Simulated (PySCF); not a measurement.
Compound: cyclobutadiene, C4H4.
Bonds: C1–C2 (double), C2–C3, C3–C4 (double), C1–C4. Hydrogens: H5 on C1; H6 on C2; H7 on C3; H8 on C4.

Level of theory: EOM-IP-CCSD/aug-cc-pVDZ in PySCF, restricted Hartree–Fock reference, 4 core orbitals frozen, non-relativistic, gas phase, PBE0-D3(BJ)/def2-SVP geometry.

Hartree–Fock orbital energies give these Koopmans values (eV): HOMO 7.57, HOMO-1 12.41, HOMO-2 12.98, HOMO-3 14.72, HOMO-4 15.10, HOMO-5 18.89, HOMO-6 18.99.

Question: What vertical ionisation energies does EOM-IP-CCSD give?

Answer: 
```json
{"leading hole (HF orbital)": "HOMO", "Koopmans (eV)": "7.57", "EOM-IP-CCSD (eV)": "8.02", "change (eV)": "+0.45", "one-hole share": "0.97"}
{"leading hole (HF orbital)": "HOMO-1", "Koopmans (eV)": "12.41", "EOM-IP-CCSD (eV)": "11.44", "change (eV)": "-0.97", "one-hole share": "0.96"}
{"leading hole (HF orbital)": "HOMO-2", "Koopmans (eV)": "12.98", "EOM-IP-CCSD (eV)": "12.72", "change (eV)": "-0.26", "one-hole share": "0.96"}
{"leading hole (HF orbital)": "HOMO-3", "Koopmans (eV)": "14.72", "EOM-IP-CCSD (eV)": "13.43", "change (eV)": "-1.29", "one-hole share": "0.95"}
{"leading hole (HF orbital)": "HOMO-4", "Koopmans (eV)": "15.10", "EOM-IP-CCSD (eV)": "13.71", "change (eV)": "-1.39", "one-hole share": "0.95"}
{"leading hole (HF orbital)": "HOMO-5", "Koopmans (eV)": "18.89", "EOM-IP-CCSD (eV)": "17.11", "change (eV)": "-1.78", "one-hole share": "0.92"}
{"leading hole (HF orbital)": "HOMO-6", "Koopmans (eV)": "18.99", "EOM-IP-CCSD (eV)": "17.13", "change (eV)": "-1.86", "one-hole share": "0.91"}
```

Question: Does the order of the lines follow the orbital energies?

Answer: Yes, no two lines change places. The corrections run from -1.86 to +0.45 eV, with a mean of -1.01 eV over the 7 lines; EOM-IP-CCSD lies above the Koopmans value for HOMO. Koopmans values leave out both the relaxation of the orbitals and the change in correlation energy.

Question: At what kinetic energies would He I light (21.22 eV) eject these electrons?

Answer: 13.20 eV (HOMO), 9.78 eV (HOMO-1), 8.50 eV (HOMO-2), 7.79 eV (HOMO-3), 7.51 eV (HOMO-4), 4.11 eV (HOMO-5), 4.09 eV (HOMO-6).

Lines less than 0.15 eV apart could change places at a higher level. One root was sought for each valence orbital with −ε under 21 eV, eight at most, so deeper holes and satellites are missing; no vibrational structure.
